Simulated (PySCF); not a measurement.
PH₅ + 2 O₂ → P(OH)₃ + H₂O

Level: PBE0 in the def2-TZVP basis family, all electrons, no relativity, computed in PySCF with density fitting; open shells unrestricted.

| species | state and structure | E (Eh) | ZPE (kJ/mol) | H(298 K) − H(0) (kJ/mol) | S° (J/(mol K)) |
| --- | --- | --- | --- | --- | --- |
| PH₅ | singlet, D3h, P–H 1.427 Å (×3), P–H 1.481 Å (×2) | -344.12888 | 109.9 | 11.2 | 217.5 |
| O₂ | triplet, D∞h, O–O 1.193 Å | -150.23561 | 10.3 | 8.7 | 204.9 |
| P(OH)₃ | singlet, C1, O–H 0.962 Å (×2), O–H 0.967 Å, P–O 1.610 Å, P–O 1.635 Å, P–O 1.645 Å; H–O–P 110.6°, H–O–P 112.2°, H–O–P 112.9°, O–P–O 96.1°, O–P–O 96.5°, O–P–O 103.5° | -568.65418 | 114.3 | 16.9 | 304.9 |
| H₂O | singlet, C2v, O–H 0.960 Å (×2); H–O–H 105.1° | -76.37736 | 56.5 | 9.9 | 188.7 |

(1) What is the electronic reaction energy?

(2) Add zero-point, thermal and entropy terms for 298.15 K and 1 bar.

Results:

(1) At PBE0/def2-TZVP, ΔE = -1132.7 kJ/mol from the differences of the total energies times 2625.5, downhill. 

(2) ΔZPE = 40.3 and Δ[H(298) − H(0)] = -1.8 kJ/mol give ΔH° = -1094.2 kJ/mol. ΔS° = -133.7 J/(mol K), so ΔG° = -1094.2 − 298.15 × (-0.1337) = -1054 kJ/mol.

Each species is the lowest minimum found with this bonding; other isomers or fragments can lie lower.
